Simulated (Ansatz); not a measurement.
**CH₃O+: energies up the ladder**

Wanted for CH₃O+: energies up the ladder. Charge +1.

Program: Ansatz 0.2.0. Level of theory: the levels named in each step. These are calculated values, not measurements.

### 1 The system as given

Bond lengths: C1–O2 1.222 Å, C1–H3 1.100 Å, C1–H4 1.098 Å, O2–H5 0.993 Å. Angles: C1–O2–H5 121.6°, O2–C1–H3 117.2°, O2–C1–H4 125.0°, H3–C1–H4 117.8°.

Coordinates:

```xyz
5

C    -0.6161    0.2075    0.0101
O     0.5262   -0.2261   -0.0021
H    -1.4288   -0.5193    0.1576
H    -0.8906    1.2635   -0.1146
H     1.3086    0.3725   -0.1307
```

### 2 A rough first relaxation, PBE-D4/def2-SVP

input.yaml reads:

```yaml
crystal:
  periodic: [false, false, false]
  atoms:
    - { symbol: C, position_ang: [-0.61606, 0.20751, 0.0101] }
    - { symbol: O, position_ang: [0.52616, -0.22613, -0.00206] }
    - { symbol: H, position_ang: [-1.42877, -0.51934, 0.15759] }
    - { symbol: H, position_ang: [-0.89064, 1.26353, -0.11459] }
    - { symbol: H, position_ang: [1.30855, 0.37249, -0.1307] }
total_charge: 1
basis:
  gaussian: { orbitals: def2-SVP }
hamiltonian:
  xc: pbe
  dispersion: d4
relax:
  f_tol: 0.03
  max_steps: 200
```

Run with:

```sh
$ ansatz run input.yaml --threads 2 --pin off --max-ram 5120MiB --backend cpu --events-out ev --progress --plain --runs-dir out
```

After this run come: Relaxation, PBE0-D4/def2-TZVPP; Frequencies, PBE0-D4/def2-TZVPP; Single point, PBE-D4/def2-TZVPP; Single point, r2SCAN-D4/def2-TZVPP; Single point, B3LYP-D4/def2-TZVPP; Single point, wB97M-V/def2-TZVPP; Single point, B2PLYP/def2-TZVPP; Single point, LDA/def2-TZVPP; Single point, PBE0-D4/def2-SVP; Single point, PBE-D4/def2-SVP; Single point, CCSD(T)/def2-TZVPP; Single point, CCSD(T)/def2-QZVPP.

**Question.** What will these runs give? Wanted: C1–O2 at PBE0-D4/def2-TZVPP; frequencies at PBE0-D4/def2-TZVPP; energy at CCSD(T)/CBS.

As calculated:

| quantity | value |
| --- | --- |
| C1–O2 at PBE0-D4/def2-TZVPP | 1.240 Å |
| frequencies at PBE0-D4/def2-TZVPP | 1030 to 3629 cm⁻¹ |
| energy at CCSD(T)/CBS | -3120.418 eV |

In words: No mode is imaginary, so the geometry is a minimum. These totals serve in differences with atoms or fragments at the same level; alone they don't rank the methods.
